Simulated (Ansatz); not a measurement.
`BOC` → BH₃ + `C=O`  (β-hydride elimination)

Isolated molecules relaxed with PBE0-D4/def2-TZVP in Ansatz; ΔE leaves out vibrations. CCSD(T)/CBS adds triple-zeta CCSD(T) − MP2 to the extrapolated MP2 energy (def2 sets, frozen cores). This one scheme is used for every species. DFT in def2-TZVPP.

```csv
level,ΔE (eV)
BHLYP-D4,2.77
PBE-QIDH,2.86
```

**Question.** What does CCSD(T)/CBS give? (An estimate is asked.)

**Answer.** Computed: +2.72 eV. The listed levels differ from it by 0.05, 0.14 eV.

Largest T1 diagnostic among the species: 0.015.

From BLYP to BHLYP (50 % exact exchange), in def2-TZVPP and without D4, ΔE moves by +0.25 eV. The D4 term adds +0.07 eV with B3LYP and +0.04 eV with PBE0; it sums over pairs of atoms, weighted by their polarisabilities, and B3LYP, whose exchange is more repulsive, gets the larger term.

B3LYP here is the variant with VWN-RPA as its local correlation; programs differ in this.
